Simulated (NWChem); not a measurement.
System: SiCl4; SMILES Cl[Si](Cl)(Cl)Cl

NWChem input:

```
start job
memory heap 200 mb stack 900 mb global 1100 mb
geometry units angstroms noautoz
  Cl    -1.151842    -1.418480    -0.897201
  Si     0.000000     0.000001     0.000005
  Cl    -1.197766     1.420677     0.831169
  Cl     1.134120    -0.865588     1.452012
  Cl     1.215487     0.863390    -1.385982
end
basis spherical
  * library 3-21g
end
dft
  xc b3lyp
  iterations 150
  mulliken
end
task dft energy
```

Parts of the log:

```
             Northwest Computational Chemistry Package (NWChem) 7.3.0
             --------------------------------------------------------

 C1  symmetry detected

                             Geometry "geometry" -> ""
                             -------------------------

 Output coordinates in angstroms (scale by  1.889725989 to convert to a.u.)

  No.       Tag          Charge          X              Y              Z
 ---- ---------------- ---------- -------------- -------------- --------------
    1 Cl                  17.0000    -1.45994511     0.19424775    -1.40521295
    2 Si                  14.0000     0.00000392     0.00000253     0.00000040
    3 Cl                  17.0000     1.73631696    -0.56605574    -0.89921722
    4 Cl                  17.0000     0.27452647     1.78243486     0.94412389
    5 Cl                  17.0000    -0.55090155    -1.41062895     1.36030594

 Effective nuclear repulsion energy (a.u.)     523.5155388445

                                 NWChem DFT Module
                                 -----------------

 Summary of "ao basis" -> "ao basis" (spherical)
 ------------------------------------------------------------------------------
       Tag                 Description            Shells   Functions and Types
 ---------------- ------------------------------  ------  ---------------------
 Cl                          3-21g                   7       13   4s3p
 Si                          3-21g                   7       13   4s3p

            General Information
            -------------------
          SCF calculation type: DFT
          Wavefunction type:  closed shell.
          No. of atoms     :     5
          No. of electrons :    82
           Alpha electrons :    41
            Beta electrons :    41
          Charge           :     0
          Spin multiplicity:     1
          Use of symmetry is: off; symmetry adaption is: off
          Maximum number of iterations: 150
          AO basis - number of functions:    65
                     number of shells:    35
          Convergence on energy requested:  1.00D-06
          Convergence on density requested:  1.00D-05
          Convergence on gradient requested:  5.00D-04

              XC Information
              --------------
                         B3LYP Method XC Potential
                     Hartree-Fock (Exact) Exchange  0.200
                        Slater Exchange Functional  0.800 local
                    Becke 1988 Exchange Functional  0.720 non-local
              Lee-Yang-Parr Correlation Functional  0.810
                  VWN I RPA Correlation Functional  0.190 local

             Grid Information
             ----------------
          Grid used for XC integration:  medium
          Radial quadrature: Mura-Knowles
          Angular quadrature: Lebedev.
          Tag              B.-S. Rad. Rad. Pts. Rad. Cut. Ang. Pts.
          ---              ---------- --------- --------- ---------
          Cl                  1.00       88           9.0       590
          Si                  1.10       88           7.0       590
          Grid pruning is: on
          Number of quadrature shells:   440
          Spatial weights used:  Erf1

      Superposition of Atomic Density Guess
      -------------------------------------

 Sum of atomic energies:       -2116.47024213

      Non-variational initial energy
      ------------------------------

 Total energy =   -2117.757158
 1-e energy   =   -3974.876962
 2-e energy   =    1333.604265
 HOMO         =      -0.426497
 LUMO         =       0.044326

     ---------------------------------------------
      Total Density - Mulliken Population Analysis
     ---------------------------------------------

    Atom       Charge   Shell Charges
 -----------   ------   -------------------------------------------------------
    1 Cl  17    17.47   2.00  1.96  5.91  1.13  3.12  0.89  2.47
    2 Si  14    12.11   2.00  1.97  5.85  0.61  1.04  0.28  0.36
    3 Cl  17    17.47   2.00  1.96  5.91  1.13  3.12  0.89  2.47
    4 Cl  17    17.47   2.00  1.96  5.91  1.13  3.12  0.89  2.47
    5 Cl  17    17.47   2.00  1.96  5.91  1.13  3.12  0.89  2.47

   convergence    iter        energy       DeltaE   RMS-Dens  Diis-err
 ---------------- ----- ----------------- --------- --------- ---------
 d= 0,ls=0.0,diis     1  -2119.9451244495 -2.64D+03  3.58D-02  9.85D-01
 d= 0,ls=0.0,diis     2  -2119.9334661110  1.17D-02  2.06D-02  8.82D-01
 d= 0,ls=0.0,diis     3  -2120.0868851092 -1.53D-01  3.14D-03  3.36D-02
 d= 0,ls=0.0,diis     4  -2120.0918691407 -4.98D-03  6.39D-04  1.47D-03
 d= 0,ls=0.0,diis     5  -2120.0920663050 -1.97D-04  2.17D-05  1.67D-06
 d= 0,ls=0.0,diis     6  -2120.0920664740 -1.69D-07  3.01D-06  2.49D-08

         Total DFT energy =    -2120.092066473997
      One electron energy =    -3972.705106717758
           Coulomb energy =     1462.999416709491
    Exchange-Corr. energy =     -133.901915310269
 Nuclear repulsion energy =      523.515538844538

 Numeric. integr. density =       82.000000784974

                       DFT Final Molecular Orbital Analysis
                       ------------------------------------

 Vector   39  Occ=2.000000D+00  E=-3.590475D-01
              MO Center=  5.1D-01,  1.8D-01,  2.4D-01, r^2= 5.0D+00
   Bfn.  Coefficient  Atom+Function         Bfn.  Coefficient  Atom+Function
  ----- ------------  ---------------      ----- ------------  ---------------
    34      0.339753  3 Cl py                46     -0.340087  4 Cl px
    38      0.267655  3 Cl py                50     -0.267919  4 Cl px
    60     -0.216623  5 Cl py                48      0.205081  4 Cl pz
    61     -0.192263  5 Cl pz                64     -0.170653  5 Cl py
    33      0.161817  3 Cl px                52      0.161561  4 Cl pz

 Vector   40  Occ=2.000000D+00  E=-3.590473D-01
              MO Center= -2.8D-01,  3.8D-01, -1.1D-02, r^2= 5.1D+00
   Bfn.  Coefficient  Atom+Function         Bfn.  Coefficient  Atom+Function
  ----- ------------  ---------------      ----- ------------  ---------------
     8      0.352175  1 Cl py                48      0.283011  4 Cl pz
    12      0.277442  1 Cl py                52      0.222954  4 Cl pz
    35     -0.207359  3 Cl pz                61     -0.202487  5 Cl pz
    46      0.201358  4 Cl px                60     -0.186053  5 Cl py
    47     -0.180916  4 Cl py                39     -0.163355  3 Cl pz

 Vector   41  Occ=2.000000D+00  E=-3.590471D-01
              MO Center= -2.3D-01, -5.7D-01, -2.3D-01, r^2= 4.9D+00
   Bfn.  Coefficient  Atom+Function         Bfn.  Coefficient  Atom+Function
  ----- ------------  ---------------      ----- ------------  ---------------
    59      0.377047  5 Cl px                63      0.297035  5 Cl px
    35     -0.277094  3 Cl pz                 7     -0.250615  1 Cl px
     9      0.236068  1 Cl pz                39     -0.218293  3 Cl pz
    11     -0.197432  1 Cl px                13      0.185974  1 Cl pz
    34      0.181110  3 Cl py                 8     -0.175876  1 Cl py

 Vector   42  Occ=0.000000D+00  E=-7.505677D-02
              MO Center=  1.4D-05,  1.0D-05,  3.4D-06, r^2= 4.3D+00
   Bfn.  Coefficient  Atom+Function         Bfn.  Coefficient  Atom+Function
  ----- ------------  ---------------      ----- ------------  ---------------
    23      1.477996  2 Si s                 19      0.483475  2 Si s
    51      0.378001  4 Cl py                37      0.368217  3 Cl px
    10     -0.365811  1 Cl s                 36     -0.365822  3 Cl s
    49     -0.365825  4 Cl s                 62     -0.365812  5 Cl s
    15     -0.325289  2 Si s                 11     -0.309606  1 Cl px

 Vector   43  Occ=0.000000D+00  E=-2.864203D-04
              MO Center=  3.0D-02,  1.9D-02,  1.1D-04, r^2= 4.0D+00
   Bfn.  Coefficient  Atom+Function         Bfn.  Coefficient  Atom+Function
  ----- ------------  ---------------      ----- ------------  ---------------
    26      1.353681  2 Si pz                62     -0.652743  5 Cl s
    10      0.642754  1 Cl s                 22      0.609298  2 Si pz
    11      0.498715  1 Cl px                64     -0.457478  5 Cl py
    51      0.327170  4 Cl py                37     -0.298188  3 Cl px
    36      0.288224  3 Cl s                 49     -0.278230  4 Cl s

 Vector   44  Occ=0.000000D+00  E=-2.836978D-04
              MO Center= -3.0D-02,  1.5D-02,  4.5D-02, r^2= 4.0D+00
   Bfn.  Coefficient  Atom+Function         Bfn.  Coefficient  Atom+Function
  ----- ------------  ---------------      ----- ------------  ---------------
    24      1.336004  2 Si px                36     -0.807852  3 Cl s
    20      0.601341  2 Si px                10      0.560660  1 Cl s
    13      0.468573  1 Cl pz                37      0.466841  3 Cl px
    39     -0.370114  3 Cl pz                50     -0.323772  4 Cl px
    25     -0.296117  2 Si py                63     -0.262175  5 Cl px

     ---------------------------------------------
      Total Density - Mulliken Population Analysis
     ---------------------------------------------

    Atom       Charge   Shell Charges
 -----------   ------   -------------------------------------------------------
    1 Cl  17    17.21   2.00  1.95  5.89  1.17  3.10  0.89  2.21
    2 Si  14    13.14   2.00  1.97  5.85  0.87  1.73  0.21  0.51
    3 Cl  17    17.21   2.00  1.95  5.89  1.17  3.10  0.89  2.21
    4 Cl  17    17.21   2.00  1.95  5.89  1.17  3.10  0.89  2.21
    5 Cl  17    17.21   2.00  1.95  5.89  1.17  3.10  0.89  2.21

     -------------------------------------------
      Total Density - Lowdin Population Analysis
     -------------------------------------------

    Atom       Charge   Shell Charges
 -----------   ------   -------------------------------------------------------
    1 Cl  17    17.15   2.00  1.95  5.84  1.05  2.96  0.84  2.50
    2 Si  14    13.41   2.00  1.95  5.78  0.65  1.55  0.40  1.07
    3 Cl  17    17.15   2.00  1.95  5.84  1.05  2.96  0.84  2.50
    4 Cl  17    17.15   2.00  1.95  5.84  1.05  2.96  0.84  2.50
    5 Cl  17    17.15   2.00  1.95  5.84  1.05  2.96  0.84  2.50

     Multipole analysis of the density
     ---------------------------------

     L   x y z        total         alpha         beta         nuclear
     -   - - -        -----         -----         ----         -------
     0   0 0 0     -0.000000    -41.000000    -41.000000     82.000000

     1   1 0 0      0.000016      0.000008      0.000008      0.000000
     1   0 1 0      0.000010      0.000005      0.000005     -0.000000
     1   0 0 1      0.000002      0.000001      0.000001     -0.000000

     2   2 0 0    -50.012583   -192.715241   -192.715241    335.417900
     2   1 1 0     -0.000002     -0.000001     -0.000001      0.000000
     2   1 0 1     -0.000014     -0.000007     -0.000007      0.000000
     2   0 2 0    -50.012580   -192.715414   -192.715414    335.418248
     2   0 1 1      0.000031      0.000016      0.000016      0.000000
     2   0 0 2    -50.012584   -192.712922   -192.712922    335.413261
```

Level: B3LYP/3-21G. Structure relaxed at the PBE0/def2-SVP level. B3LYP is NWChem's, with the RPA form of VWN correlation.
